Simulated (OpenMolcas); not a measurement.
# BClO (boron chloride oxide): methods side by side

BClO has 3 atoms, charge 0, and is taken as a singlet. SMILES: `O=BCl`. The shape is that of a GFN2-xTB optimisation.

```csv
atom,x (Å),y (Å),z (Å)
O,1.0196,0.6062,0.6270
B,0.1131,0.0666,0.0695
Cl,-1.1326,-0.6728,-0.6965
```

Each level gives the energy change with the B2–Cl3 bond stretched from 1.639 to 2.458 Å (eV). The values are calculated.

| level | kind | program | value (eV) | less FCI/STO-3G | CPU time (all runs) |
| --- | --- | --- | --- | --- | --- |
| HF/STO-3G (restricted) | Hartree–Fock | OpenMolcas | 3.65 | +1.10 | 3.3 s |
| r2SCAN/STO-3G (restricted) | meta-GGA | OpenMolcas | 2.98 | +0.43 | 7 s |
| B3LYP/STO-3G (restricted) | global hybrid | OpenMolcas | 2.87 | +0.32 | 6 s |
| M06-2X/STO-3G (restricted) | hybrid meta-GGA | OpenMolcas | 3.19 | +0.64 | 6.3 s |
| PBE0/STO-3G (restricted) | global hybrid | OpenMolcas | 3.15 | +0.60 | 5.6 s |
| B2PLYP/STO-3G (restricted) | double hybrid | OpenMolcas | 2.95 | +0.40 | 5.5 s |
| ACPF/STO-3G (restricted) | coupled cluster or CI | OpenMolcas | 2.44 | -0.11 | 3 s |
| CISD/STO-3G (restricted) | coupled cluster or CI | OpenMolcas | 2.82 | +0.27 | 3 s |
| FCI/STO-3G | exact in the basis | OpenMolcas | 2.55 | 0.00 | 54 s |

FCI/STO-3G is exact within its basis and frozen core, so for wave-function methods in that basis the difference is their error; functionals converge differently with the basis, so for them it is only a difference. Spin-restricted single references rise too steeply as a bond breaks, Hartree–Fock most of all. Perturbation and coupled-cluster corrections on them can overshoot downwards. The first shape isn't each level's own minimum. The values span 2.44 to 3.65 eV. All rows use very small basis sets, so even the best lies far from the true value. CPU times are rough (shared hosts, several kinds of processor): they show what a rung costs within a factor of a few.
